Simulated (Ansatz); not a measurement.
`C=C(Cl)CC` and `C=C(Cl)CF` differ in one atom or group.

Ansatz, PBE0-D4/def2-TZVP geometries, multiplicity 1. Each molecule was computed in one conformer, which needn't be the lowest.

| property | `C=C(Cl)CC` |
| --- | --- |
| size of the dipole moment (B3LYP/def2-TZVPP) / D | 1.56 |
| size of the dipole moment (ωB97M-V/def2-TZVPP) / D | 1.57 |
| HOMO–LUMO gap (PBE/def2-TZVPP) / eV | 5.09 |
| LUMO energy (ωB97M-V/def2-TZVPP) / eV | 2.04 |
| LUMO energy (B3LYP/def2-TZVPP) / eV | -0.28 |
| HOMO–LUMO gap (PBE0/def2-TZVPP) / eV | 7.24 |

Q: What does the change do to each property? (An estimate is asked.)

A: Ansatz gave: 
| property | `C=C(Cl)CF` | shift |
| --- | --- | --- |
| size of the dipole moment (B3LYP/def2-TZVPP) / D | 0.26 | -1.30 |
| size of the dipole moment (ωB97M-V/def2-TZVPP) / D | 0.23 | -1.34 |
| HOMO–LUMO gap (PBE/def2-TZVPP) / eV | 5.20 | 0.11 |
| LUMO energy (ωB97M-V/def2-TZVPP) / eV | 1.87 | -0.17 |
| LUMO energy (B3LYP/def2-TZVPP) / eV | -0.49 | -0.21 |
| HOMO–LUMO gap (PBE0/def2-TZVPP) / eV | 7.37 | 0.13 |

With PBE0 the HOMO falls by 0.34 eV and the LUMO falls by 0.21 eV, so the gap widens by about 0.13 eV. PBE moves the HOMO by -0.32 eV and ωB97M-V by -0.35 eV. The zero-point energy changes by -93.4 kJ/mol with -9 modes. Dipoles are sizes alone; their direction can turn.

B3LYP here is the variant with VWN-RPA as its local correlation; programs differ in this.
